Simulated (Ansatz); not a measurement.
C2H3NO2 (`NC(=O)C=O`), relaxed with RKS PBE-D4/def2-SVP in the Gaussian-basis code of Ansatz from a rough embedded geometry. The force threshold is 0.03 eV/Å; the program also tests the step.

Total charge 0; spin multiplicity 1.

Start:

```xyz
8

N    -0.461    0.347    1.095
C    -0.241    0.461   -0.227
O    -0.677    1.380   -0.878
C     0.552   -0.655   -0.955
O     1.048   -1.540   -0.231
H     0.026   -0.466    1.603
H    -0.946    1.013    1.608
H     0.698   -0.540   -2.015
```

```csv
step,energy (eV),largest force (eV/Å),largest move (Å)
1,-7692.3950,4.751,0.000
2,-7692.6708,1.964,0.111
3,-7692.7328,0.864,0.100
4,-7692.7612,0.333,0.031
5,-7692.7648,0.116,0.011
6,-7692.7659,0.037,0.020
7,-7692.7659,0.015,0.002
```

End:

```xyz
8

N    -0.413    0.330    1.096
C    -0.262    0.485   -0.244
O    -0.706    1.393   -0.940
C     0.570   -0.648   -0.874
O     1.040   -1.570   -0.238
H     0.018   -0.480    1.548
H    -0.940    1.012    1.640
H     0.692   -0.523   -1.988
```

Run time 11 s (2 threads of an Arm Neoverse V1 on a shared host); peak host memory 0.15 GiB.
